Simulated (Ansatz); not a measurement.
Several settings on one geometry of the cluster Na₂O (the lowest singlet isomer of a short search) (that of the charge 0 singlet, PBE-D4/def2-TZVP). Ansatz on 4 threads of Arm Neoverse V2 on a shared host; times are rough.

Cartesian coordinates in Å:
```
Na -1.652 -1.009 0.199
Na 1.458 1.270 -0.222
O 0.194 -0.261 0.023
```

Totals from different functionals, basis sets or treatments of relativity can't be compared as stabilities.

The 6-31G sets use Cartesian d functions. LC-ωPBE has ω = 0.4 bohr⁻¹. Correlated methods freeze 3 core orbitals; core or outer-core shells of Na are correlated, in sets that lack core-valence functions.

(1) Give the basis size and estimate the energy, ⟨S²⟩ and time of these runs.

```csv
run,method,charge,state,further keys
1,RKS ωB97X-V/def2-mTZVPP,0,singlet,accuracy: high; scf: {lower_state_search: off}
2,UKS B2PLYP/6-31++G**,0,singlet,scf: {omitted_lower_state_checks: [starts]}
3,RKS LC-ωPBE/def2-TZVP,0,singlet,scf: {lower_state_search: light}; forces asked
```

Results:

(1) 
```tsv
run	functions	energy (Eh)	⟨S²⟩	wall time
1	52	-399.7062	–	6.5 s
2	65	-399.4851	0.00	1.4 s
3	95	-399.6355	–	0.8 s
```
